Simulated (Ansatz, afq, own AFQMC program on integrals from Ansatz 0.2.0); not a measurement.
Si₂, triplet in 6-31G, levels against full CI

```
atom   x (Å)   y (Å)   z (Å)
  Si  0.0000  0.0000  0.0000
  Si  0.0000  0.0000  2.0550
```

Basis 6-31G. Only valence electrons are correlated. Ansatz 0.2.0 and our own AFQMC program on the same integrals; the CISD trial comes from CCSD amplitudes, and released means the phaseless constraint is let go. Error bars are statistical, one sigma.

Determinant: UHF, the one that the program's search chose, which needn't be the lowest solution. The geometry is a point of a scan.

Full CI on the same integrals is exact in this basis and with this determinant's frozen core.

Cautions: lower spins were not checked; an unrestricted solution with more broken spin lies lower (115 meV, ⟨S²⟩ 2.38); the released energies are still falling, so no released level is given (meV from the phaseless value at times in 1/Eh: -7 ± 3 at 0.24, -12 ± 3 at 0.51, -16 ± 3 at 0.99, -21.4 ± 2.2 at 1.62, -26.2 ± 2.5 at 2.40).

The T1 diagnostic is 0.0199. The weight of the determinant in the CISD state is 0.877, the ⟨S²⟩ of the determinant is 2.017 and the size of the correlated space is 8 electrons in 16 orbitals.

```json
{"level": "MP2", "correlation energy (eV)": "-2.3819"}
{"level": "CCSD", "correlation energy (eV)": "-2.8374"}
{"level": "CCSD(T)", "correlation energy (eV)": "-2.9402"}
```

Question: Estimate where phaseless AFQMC with a CISD trial lies against CCSD(T) on the same integrals.

Answer: 0.64 ± 0.13 mEh below CCSD(T).

Reference: full CI, correlation energy -2.996 eV.

```tsv
level	E − E(reference) (mEh)	share of correlation (%)
CCSD(T)	2.05	98.14
CCSDT	1.19	98.92
CCSDT(Q)	0.24	99.78
CCSDTQ	0.12	99.89
ph-AFQMC/CISD	1.42 ± 0.13	98.71
```

CCSDT and higher add their correlation energy to the determinant of the CCSD(T) run, since their own runs factorise the integrals more tightly (a shift of under 2 meV). A walk keeps the symmetry of its determinant, which the program's search chose and which needn't be the lowest solution, so a lower state of the same spin and another symmetry isn't excluded.
